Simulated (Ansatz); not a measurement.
Candidates: wurtzite GaN, zinc-blende AlN (metastable phase), 2H-SiC, zinc-blende CdSe, zinc-blende AlAs, wurtzite AlN. Level: PBE0 in Ansatz (PAW).

Ansatz's runs of these crystals have no spin polarisation.

Free atoms are spin-polarised, in the lowest state found; at levels without +SOC their spin–orbit coupling is left out. Each level is taken at its own relaxed cell. Ansatz's density-functional and Hartree–Fock values are scalar-relativistic unless marked +SOC, with PAW data made under PBE.

### Question
Which of them have a computed cohesive energy between 3.1 and 5 eV/atom?

### Answer
wurtzite GaN, zinc-blende AlAs. The values: wurtzite GaN 4.33 eV/atom; zinc-blende AlN (metastable phase) 5.65 eV/atom; 2H-SiC 6.41 eV/atom; zinc-blende CdSe 2.39 eV/atom; zinc-blende AlAs 3.71 eV/atom; wurtzite AlN 5.67 eV/atom.

Ansatz is an electronic-structure program.
